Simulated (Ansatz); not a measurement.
# BFH2Si: two geometries relaxed

Method: RKS BHLYP-D4/def2-SVP, in Ansatz 0.2.0.

## (1) The starting structure

Bond lengths: B1–Si2 1.817 Å, Si2–F3 1.633 Å, B1–H4 1.155 Å, Si2–H5 1.456 Å. Angles: B1–Si2–F3 119.5°, B1–Si2–H5 139.8°, F3–Si2–H5 98.9°, Si2–B1–H4 153.1°.

As a file:

```xyz
5

B    -0.8976   -0.7682   -0.4696
Si    0.4807    0.2207    0.1803
F     0.3984    1.8508    0.1237
H    -1.8706   -1.3800   -0.3540
H     1.8891    0.0767    0.5195
```

## (2) End point A

input.yaml reads:

```yaml
crystal:
  periodic: [false, false, false]
  atoms:
    - { symbol: B, position_ang: [-0.89759, -0.76823, -0.46957] }
    - { symbol: Si, position_ang: [0.4807, 0.22072, 0.1803] }
    - { symbol: F, position_ang: [0.39841, 1.85078, 0.12371] }
    - { symbol: H, position_ang: [-1.87062, -1.38002, -0.35399] }
    - { symbol: H, position_ang: [1.8891, 0.07674, 0.51955] }
basis:
  gaussian: { orbitals: def2-SVP }
hamiltonian:
  xc: { name: BHLYP }
  dispersion: d4
relax:
  f_tol: 0.02
  max_steps: 50
```

The run is started by

```
$ ansatz run input.yaml --threads 1 --pin off --max-ram 2048MiB --backend cpu --events-out ev --progress --plain --runs-dir out
```

Q: Estimate wall time and peak memory on 1 thread of Arm Neoverse V2, shared host.

About 16 s, with a peak of 0.12 GiB.
